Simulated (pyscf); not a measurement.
Structures and frequencies: ωB97X-D3(BJ)/def2-SVP in PySCF.

Question: Estimate the classical barrier height and the reaction energy of HO–PH–O–SiH₃ + H₂ → HO–PH–OH + SiH₄ at ωB97M-D3(BJ)/def2-TZVP. The step runs on the singlet surface, breaks O–Si, H–H and forms H–O, H–Si; take the separated reactants as zero.

Answer: ΔE‡ = 227.0 kJ/mol, ΔE = +75.4 kJ/mol. Zero-point energy shifts the barrier by +9.1 kJ/mol. It is a four-centre exchange, with an imaginary mode of 1288i cm⁻¹. HO–PH–O–SiH₃ lies 67.3 kJ/mol over its isomer HO–SiH₂–O–PH₂, and others may lie lower still (electronic energy, ωB97M-D3(BJ)). One saddle was located; it need not be the lowest between these sides.
